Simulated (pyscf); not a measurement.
`[SiH3][Si]([SiH3])([SiH3])[Cl]` + `[F][C][F]` [singlet] -> `[F][C]([F])([SiH3])[Si]([SiH3])([SiH3])[Cl]` (insertion; singlet surface; Si–Si broken, C–Si, C–Si formed). Structures and frequencies: ωB97X-D3(BJ)/def2-SVP in PySCF. Energies in kcal/mol from the separated reactants.

| level | barrier | reaction energy |
|---|---|---|
| ωB97X-D3(BJ)/def2-TZVP | 11.1 | -49.1 |
| r²SCAN/def2-TZVP | 2.2 | -50.9 |
| B3LYP-D3(BJ)/def2-TZVP | ___ | ___ |
| M06-2X/def2-TZVP | 9.7 | -52.5 |
| ωB97M-D3(BJ)/def2-TZVP | 12.7 | -48.4 |
| HF/def2-TZVP | ___ | -37.6 |

Problem. What belongs in the gaps?

Solution. 
- B3LYP-D3(BJ)/def2-TZVP, barrier: 8.7
- B3LYP-D3(BJ)/def2-TZVP, reaction energy: -49.8
- HF/def2-TZVP, barrier: 35.9

The functionals in the table span 10.5 kcal/mol in this barrier, from r²SCAN to ωB97M-D3(BJ)/def2-TZVP. On the product side the descent ends in a point that may be a rotor saddle (no frequency run), 1.2 kcal/mol over the lowest minimum found and 58.9 kcal/mol under the saddle at ωB97X-D3(BJ)/def2-TZVP. This is the saddle that the search found; another between the same sides may lie lower.
